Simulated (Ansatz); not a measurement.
Rock-salt TiN, treated with HSE06 in Ansatz (PAW).

Run with plane-wave cutoff 460 eV, 12×12×12 k mesh, Fermi–Dirac smearing 0.05 eV, no spin polarisation, scalar-relativistic PAW data made under PBE.

The volume scan:

| V (Å³/atom) | E − E_lowest (meV/atom) |
|---|---|
| 8.832 | 25.21 |
| 9.064 | 5.84 |
| 9.383 | 0.00 |
| 9.529 | 4.38 |
| 9.762 | 19.36 |

Problem. Fit the third-order Birch–Murnaghan equation and give B0 and B′.

Solution. V0 = 9.307 Å³/atom, B0 = 312 GPa, B′ = 4.2 (fit to the energies at full precision).

Measured, for comparison: bulk modulus 288 GPa (temperature not stated, no zero-point or thermal correction; as tabulated in Krasnenko and Brik (2013), arXiv:1306.3139); equilibrium volume per atom 9.52 Å³/atom (temperature not stated, no zero-point or thermal correction; as tabulated in Zhang et al. (2018), doi:10.1088/1367-2630/aac7f0). Computed (rounded) less measured: bulk modulus +8 %, equilibrium volume per atom -2.2 %. A static lattice is as a rule a little smaller and stiffer than an uncorrected measurement, which can account for part of this.

Note: the run has no spin polarisation, so it can have missed a magnetic state.

Computed values are for the static lattice.

The result took around 17 core-minutes (rough).

Ansatz is a program for electronic structure.
